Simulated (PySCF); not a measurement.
# ClHLiO: the cost of one run

Computed with PySCF 2.14.0; each step states its level. No surroundings beyond the atoms listed, unless a continuum is named. Atoms count from 0, parts from 1.

## Step 1: Starting point

4 atoms, charge -1, multiplicity 1; geometry: GFN2-xTB. Parts: 1 = atoms 0–1, `[Li][Cl]`, charge 0; 2 = atoms 2–3, `[OH-]`, charge -1.

## Step 2: Relaxing the molecule at PBE0-D3(BJ)/def2-TZVPD

Job settings and geometry (Å):

```
{"job": {"xc": "PBE0", "basis": "def2-TZVPD", "d3": "d3bj", "grid": 3, "kind": "geom", "shake": 0.01}, "charge": -1, "multiplicity": 1, "parts": [{"atoms": "0-1", "charge": 0, "multiplicity": 1}, {"atoms": "2-3", "charge": -1, "multiplicity": 1}]}
Li    -0.405219    -0.732708    -0.411664
Cl     1.150480     0.733074    -0.036577
O     -1.606203    -1.768942    -0.706428
H     -2.244466    -2.395234    -0.867140
```

The run is started by

```console
$ OMP_NUM_THREADS=1 python cluster_run.py task.json out
```

This one command runs all jobs of the session in turn.

**Question.** How long does this first job take on 1 thread of Arm Neoverse N1, shared host, and how much memory does it need?

About 27 s, with a peak of 0.45 GiB.
